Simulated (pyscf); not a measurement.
HS–In(Cl)–Cl + H₂ -> Cl–InH–Cl + H₂S (four-centre exchange; singlet surface; In–S, H–H broken, H–In, H–S formed). Structures and frequencies: ωB97X-D3(BJ)/def2-SVP in PySCF. Energies in eV from the separated reactants.

| level | barrier | reaction energy |
|---|---|---|
| ωB97X-D3(BJ)/def2-TZVP | 1.40 | +0.79 |
| B3LYP-D3(BJ)/def2-TZVP | 1.34 | +0.66 |
| PBE0-D3(BJ)/def2-TZVP | 1.21 | +0.65 |
| M06-2X/def2-TZVP | 1.40 | +0.75 |
| ωB97M-D3(BJ)/def2-TZVP | 1.40 | +0.57 |
| HF/def2-TZVP | 1.93 | +0.48 |

The functionals in the table span 0.20 eV in this barrier, from PBE0-D3(BJ) to M06-2X. On the product side the descent ends in an adduct with a In–S contact, 0.80 eV under the separated species and 1.40 eV under the saddle at ωB97X-D3(BJ)/def2-TZVP. What is counted as broken (In–S) persists as a longer contact in the product adduct; parting that adduct is a step of its own. This is the saddle that the search found; another between the same sides may lie lower. Elements past Kr carry the def2 core potentials, without spin-orbit coupling.
